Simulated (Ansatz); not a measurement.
Write a Python script for Ansatz 0.2.0, Python API that makes the interaction energy of a dimer with the counterpoise correction of H2O, SMILES O. Level of theory (for the species named): r2SCAN, def2-SVPD basis, multiplicity 1.

```yaml
atoms:
  - { symbol: O, position_ang: [-0.2948, 0.1950, -0.1369] }
  - { symbol: H, position_ang: [0.4671, 0.5603, 0.3170] }
  - { symbol: H, position_ang: [-0.1723, -0.7553, -0.1801] }
```

`dimer_h2o.py`:
```python
'''Binding of a H2O dimer at a trial geometry.'''

from dataclasses import dataclass

import ansatz as az
import numpy as np


@dataclass
class RunConfig:
    basis_set: str = 'def2-SVPD'
    xc: str = 'r2scan'


opts = RunConfig()

FIRST = [
    ('O', (-0.2948, 0.195, -0.1369)),
    ('H', (0.4671, 0.5603, 0.317)),
    ('H', (-0.1723, -0.7553, -0.1801)),
]
SECOND = [
    ('O', (2.8843, -1.2202, -0.6046)),
    ('H', (2.9343, -1.5153, 0.3067)),
    ('H', (1.97, -0.9885, -0.7792)),
]

def energy(atoms, ghosts=()):
    molecule = az.Crystal.molecule()
    for symbol, xyz in atoms:
        molecule = molecule.atom(symbol, xyz)
    calc = (
        molecule.calculation()
        .basis(gaussian=opts.basis_set)
        .functional(opts.xc)
        .scf(lower_state_search='standard')
    )
    deck = calc.input()
    if ghosts:
        deck = deck.set(az.key.basis.gaussian.ghost_atoms, [{'symbol': s, 'position_ang': list(xyz)} for s, xyz in ghosts])
    return az.Session.from_dict(deck).plan().execute().report['free_energy_ev']

# monomers in their own basis and in the basis of the dimer
direction = np.array([0.8952, -0.428, -0.1238])
print('shift (A)   counterpoise-corrected interaction (kJ/mol)')
for shift in (-0.3, 0.0, 0.4, 1.0, 2.0):
    moved = [(s, tuple(np.round(np.array(xyz) + shift * direction, 4))) for s, xyz in SECOND]
    gain = energy(FIRST + moved) - energy(FIRST, moved) - energy(moved, FIRST)
    print(f'{shift:8.2f} {96.485332 * gain:14.3f}')
```

```console
$ python dimer_h2o.py
shift (A)   counterpoise-corrected interaction (kJ/mol)
   -0.30          2.568
    0.00          1.339
    0.40          1.679
    1.00          1.991
    2.00          1.556
```

Caveats:
- The settings weren't tested for convergence.
- The dimer is a generated trial pose of unrelaxed monomers, not a minimum, so the figure is no binding energy, and the basis set is small.
- This level lacks the dispersion part of the attraction (electrostatics and induction are there), which can decide the sign where the interaction is weak.
- Run time: 20 s on 1 thread of Arm Neoverse V2, with other jobs on the host, peak memory 0.17 GiB.
